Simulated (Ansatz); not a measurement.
**One shape, several levels: CH3B (SMILES B[CH])**

Wanted: a comparison of 6 runs (UHF/STO-3G, U-revPBE/STO-3G, UHSE06/STO-3G, UPBE0/STO-3G, RPA@PBE/STO-3G, UCCSDT(Q)/STO-3G) of CH3B. 

The calculation is run with Ansatz 0.2.0.

49 further runs of the same task are left out: 3 that didn't finish, 46 set aside as unsound or not needed.

## (1) The structure to begin with

CH3B: 5 atoms, total charge 0, spin state triplet. As SMILES, `B[CH]`. The C2–B1 distance was set to 2.925 Å, away from the relaxed value. At this shape a bond of the SMILES string is far longer than usual.

Bond lengths: B1–H3 1.182 Å, B1–H4 1.174 Å, C2–H5 1.068 Å. Angles: H3–B1–H4 117.7°.

## (2) The energy at UHF/STO-3G (run 1)

Contents of run.yaml:

```yaml
basis:
  gaussian:
    orbitals: STO-3G
crystal:
  periodic: [false, false, false]
  atoms:
    - {symbol: B, position_ang: [-1.212435, -1.582343, -0.000750]}
    - {symbol: C, position_ang: [0.507540, 0.779550, -0.141970]}
    - {symbol: H, position_ang: [-1.168535, -2.299193, 0.937430]}
    - {symbol: H, position_ang: [-1.964605, -1.853683, -0.860760]}
    - {symbol: H, position_ang: [1.258080, 1.412850, 0.277880]}
magnetization:
  spin_polarized: true
  initial_magnetization: 2
hamiltonian:
  xc: hf
accuracy: high
```

The run is started by

```console
$ ansatz run run.yaml --threads 1 --pin off --max-ram 2610MiB --events-out events.jsonl --progress --plain --runs-dir runs
```

Standard output:

```text
Warning: RAYON_NUM_THREADS=1 ignored (pool sized by the plan → 1); use --threads N
Functional definition: HF
  name "HF"
  exchange = exact_x
  correlation = 0
199 factors; integrals over basis functions are off by at most 2.3e-8 eV
mean field evaluation 1: about -1714.2501 eV, gradient 1.3e1 eV
mean field evaluation 2: about -1714.2578 eV, gradient 1.3e1 eV
mean field evaluation 4: about -1718.0608 eV, gradient 5.0e0 eV
mean field evaluation 8: about -1719.2496 eV, gradient 5.2e-1 eV
mean field evaluation 16: about -1719.2773 eV, gradient 3.7e-7 eV
mean field evaluation 32: about -1719.0787 eV, gradient 9.5e-1 eV
mean field evaluation 64: about -1719.9623 eV, gradient 8.7e-5 eV
mean field evaluation 96: about -1718.9583 eV, gradient 2.4e-3 eV
mean field -1719.96229400 eV, -63.2074484720 hartree, gradient 2.5e-8 eV, S^2 2.940472; 3 other end points of the search recorded, 0 dependent functions left out
reference -1719.96229400 eV, -63.2074484720 hartree; 8, 6 occupied and 5, 7 virtual orbitals, 199 factors
Total energy: -1719.96229400 eV, -63.2074484720 hartree
```

It took 0.12 s on 1 thread of Arm Neoverse V1, shared host.

## (3) A single-point energy at U-revPBE/STO-3G (run 2)

Changes to run.yaml since step 2:

```diff
@@ -1,4 +1 @@
-basis:
-  gaussian:
-    orbitals: STO-3G
 crystal:
@@ -11,2 +8,5 @@
     - {symbol: H, position_ang: [1.258080, 1.412850, 0.277880]}
+basis:
+  gaussian:
+    orbitals: STO-3G
 magnetization:
@@ -15,3 +15,3 @@
 hamiltonian:
-  xc: hf
+  xc: {name: revPBE}
 accuracy: high
```

The run is started by

```console
$ ansatz run run.yaml --threads 1 --pin off --max-ram 2610MiB --events-out events.jsonl --progress --plain --runs-dir runs
```

Standard output:

```text
Warning: RAYON_NUM_THREADS=1 ignored (pool sized by the plan → 1); use --threads N
Functional definition: revPBE
  name "revPBE"
  parameter kappa = 1.245
  parameter beta = 0.06672455060314922
  exchange = pbe_x(kappa = kappa, mu = beta*pi^2/3)
  correlation = pbe_c(beta = beta)
199 factors; integrals over basis functions are off by at most 2.3e-8 eV
mean field evaluation 1: about -1726.0629 eV, gradient 1.5e1 eV
mean field evaluation 2: about -1683.7395 eV, gradient 3.5e1 eV
mean field evaluation 4: about -1725.6113 eV, gradient 1.4e1 eV
mean field evaluation 8: about -1729.4114 eV, gradient 3.3e-1 eV
mean field evaluation 16: about -1729.3757 eV, gradient 2.8e-8 eV
mean field evaluation 32: about -1729.0733 eV, gradient 2.2e0 eV
mean field -1729.37565854 eV, -63.5533832386 hartree, gradient 2.8e-8 eV, S^2 2.119600; 8 other end points of the search recorded, 0 dependent functions left out
reference -1729.37566091 eV, -63.5533833254 hartree; 8, 6 occupied and 5, 7 virtual orbitals, 199 factors
Total energy: -1729.37566091 eV, -63.5533833254 hartree
```

Run time: 1.8 s. Hardware: 1 thread of Arm Neoverse V1, shared host; peak memory 0.11 GiB.

Runs 3 to 5 aren't shown in full; the table further down has their settings and results.

## (4) The energy at UCCSDT(Q)/STO-3G (run 6)

Contents of run.yaml:

```yaml
crystal:
  periodic: [false, false, false]
  atoms:
    - symbol: B
      position_ang: [-1.212435, -1.582343, -0.000750]
    - symbol: C
      position_ang: [0.507540, 0.779550, -0.141970]
    - symbol: H
      position_ang: [-1.168535, -2.299193, 0.937430]
    - symbol: H
      position_ang: [-1.964605, -1.853683, -0.860760]
    - symbol: H
      position_ang: [1.258080, 1.412850, 0.277880]
basis:
  gaussian: {orbitals: STO-3G}
magnetization: {spin_polarized: true, initial_magnetization: 2}
correlation: {method: ccsdt_q, frozen_orbitals: {B: 1, C: 1, H: 0}}
accuracy: high
scf: {omitted_lower_state_checks: [cluster_reference, increment]}
```

The run is started by

```console
$ ansatz run run.yaml --threads 1 --pin off --max-ram 2610MiB --events-out events.jsonl --progress --plain --runs-dir runs
```

Standard output:

```text
Warning: RAYON_NUM_THREADS=1 ignored (pool sized by the plan → 1); use --threads N
[... 14 lines left out ...]
2 core orbitals not correlated: weight in the atoms' cores, before any rotation towards them, 1.000 or more for the frozen orbitals, at most 0.000 for the correlated occupied ones
[... 122 lines left out ...]
Total energy: -1721.69496315 eV, -63.2711228890 hartree
Checks for a lower state left out: cluster_reference, increment
```

It took 1.3 s on 1 thread of Arm Neoverse V1, shared host.

## (5) Overview of the runs

| run | level | frozen core orbitals | energy (Eh) | ⟨S²⟩ | wall time |
| --- | --- | --- | --- | --- | --- |
| 1 | UHF/STO-3G | – | -63.207448 | 2.940 | 0.12 s |
| 2 | U-revPBE/STO-3G | – | -63.553383 | 2.120 | 1.8 s |
| 3 | UHSE06/STO-3G | – | -63.467471 | 2.229 | 1.7 s |
| 4 | UPBE0/STO-3G | – | -63.472411 | 2.232 | 1.3 s |
| 5 | RPA@PBE/STO-3G | 2 | -63.308511 | 2.100 | 2.3 s |
| 6 | UCCSDT(Q)/STO-3G | 2 | -63.271123 | 2.940 | 1.3 s |

## (6) Outcome

| quantity | value |
| --- | --- |
| run 6: total energy | -63.27112 Eh |
| run 6: correlation energy (2 core orbitals frozen) | -63.7 mEh |
| run 6: ⟨S²⟩ of the reference determinant | 2.940 |
| run 6: T1 diagnostic | 0.047 |

**Reading.** Totals of different functionals can't be ranked against each other. In runs 1, 2, 3, 4, 5, 6 the basis is minimal, so the values are rough. Spin contamination of the reference: run 6 ⟨S²⟩ = 2.94, run 1 ⟨S²⟩ = 2.94, run 4 ⟨S²⟩ = 2.23, run 3 ⟨S²⟩ = 2.23, run 2 ⟨S²⟩ = 2.12, run 5 ⟨S²⟩ = 2.10. Where it is this large, the reference is a mixture of spin states, and values that rest on it are in doubt. All runs together took 8.5 s, the longest 2.3 s.
